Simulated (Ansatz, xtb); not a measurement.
## Relative energy of two isomers of C4H12N2

Structure a is `CCC(C)(N)N`, a singlet and structure b is `CCN[C@H](C)N`, a singlet. Both are isolated molecules in the gas phase, relaxed with B3LYP/6-31G*; each stands in its lowest conformer found.

Estimate E(b) − E(a) at the level CCSD(T)/def2-SVP + ΔMP2/def2-TZVPP.

Calculated at CCSD(T)/def2-SVP + ΔMP2/def2-TZVPP: E(b) − E(a) = +8.8 kcal/mol, so structure a lies lower.

The same difference at several levels:

```csv
level,geometry,E(b) − E(a) (kcal/mol),departure from the last row (kcal/mol),"job, with rough time for the two"
GFN2-xTB,GFN2-xTB,−0.3,−9.0,"optimisation, 0.44 s"
HF/STO-3G,GFN2-xTB,+0.9,−7.9,"single point, 2.4 s"
r2SCAN-D4/def2-SVP,GFN2-xTB,+7.8,−1.0,"single point, 14 s"
B3LYP/6-31G*,B3LYP/6-31G*,+3.7,−5.1,"optimisation, 2.7 min"
HF/def2-SVP,B3LYP/6-31G*,+5.2,−3.6,part of the CCSD(T) run
MP2/def2-SVP,B3LYP/6-31G*,+9.6,+0.8,part of the CCSD(T) run
CCSD(T)/def2-SVP,B3LYP/6-31G*,+8.7,−0.1,single point
CCSD(T)/def2-SVP + ΔMP2/def2-TZVPP,B3LYP/6-31G*,+8.8,,"single point, 5.3 min"
```

As drawn, b has 1 C–N, 1 C–H in place of 1 C–C, 1 N–H.

GFN2-xTB finds them nearly level. The largest departure from CCSD(T)/def2-SVP + ΔMP2/def2-TZVPP is that of GFN2-xTB, 9.0 kcal/mol. The last row adds to CCSD(T) the change of the MP2 difference between the two basis sets, here +0.1 kcal/mol.

With harmonic frequencies from B3LYP/6-31G* (ideal gas, rigid rotor, one conformer each, 298.15 K, 1 atm): on the last row, ΔE + ΔZPE = +9.0, ΔH = +9.1, ΔG = +8.4 kcal/mol.

The correlated steps freeze 6 core orbitals. Codes used: Ansatz 0.2.0, xtb 6.7.1; the last row on 2 threads of AMD EPYC (Zen 3) on a shared host.
